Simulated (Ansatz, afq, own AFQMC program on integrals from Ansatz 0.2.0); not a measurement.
**SiC, singlet: AFQMC among the cluster methods**

```yaml
atoms:
  - { symbol: Si, position_ang: [0.0000, 0.0000, 0.0000] }
  - { symbol: C, position_ang: [0.0000, 0.0000, 1.3270] }
```

Basis 6-31G. Only valence electrons are correlated. AFQMC by an in-house program on the Cholesky factors that Ansatz 0.2.0 writes for its CCSD(T) run. The CISD trial takes its coefficients from CCSD amplitudes. Released means that phaseless walkers are propagated on without the constraint, phases kept. Free projection: walkers drawn from exp(T), propagated without any constraint. Its projection time is finite, and what remains of the start isn't in its error. Error bars are statistical, one sigma.

Determinant: RHF, the one that the program's search chose, which needn't be the lowest solution. The geometry is a point of a scan.

Full CI on the same integrals is exact in this basis and with this determinant's frozen core.

Cautions: restricted determinant unstable towards unrestricted (UHF 1.28 eV lower, ⟨S²⟩ 1.49); strong correlation (T1 0.108, weight of the determinant 0.71, largest double 0.23); (T) is large, 9 % of the CCSD correlation; the released energies are still falling, so no released level is given (meV from the phaseless value at times in 1/Eh: 8 ± 23 at 0.24, -5 ± 16 at 0.51, -20 ± 17 at 0.99, -42 ± 17 at 1.62, -66 ± 18 at 2.40), though the last usable value meets full CI within the noise; the ph-AFQMC/CISD walk drifts between its halves (2.1 errors).

- T1 diagnostic: 0.1078
- weight of the determinant in the CISD state: 0.707
- size of the correlated space: 8 electrons in 16 orbitals

```json
{"level": "MP2", "correlation energy (eV)": "-3.9192"}
{"level": "CCSD", "correlation energy (eV)": "-4.8412"}
{"level": "CCSD(T)", "correlation energy (eV)": "-5.2590"}
```

(1) Estimate where phaseless AFQMC with the Hartree–Fock trial lies against CCSD(T) on the same integrals.

(1) 6.82 ± 1.71 kcal/mol above CCSD(T).

Reference: full CI, correlation energy -5.255 eV. The cautions show a poor starting determinant, so the rows tell how each method copes with it here, and full CI is the sure value.

```tsv
level	E − E(reference) (kcal/mol)	share of correlation (%)
CCSD(T)	-0.10	100.08
CCSDT	1.09	99.10
CCSDT(Q)	-0.37	100.31
CCSDTQ	0.18	99.85
ph-AFQMC/HF	6.73 ± 1.71	94.45
ph-AFQMC/CISD	2.33 ± 0.52	98.08
free AFQMC	0.79 ± 0.54	99.35
```

CCSDT and higher add their correlation energy to the determinant of the CCSD(T) run, since their own runs factorise the integrals more tightly (a shift of under 2 meV). Free projections are given only where their last times agree within the noise and don't stop above the reference; a slow remainder of the start can still hide under it. A walk keeps the symmetry of its determinant, which the program's search chose and which needn't be the lowest solution, so a lower state of the same spin and another symmetry isn't excluded.
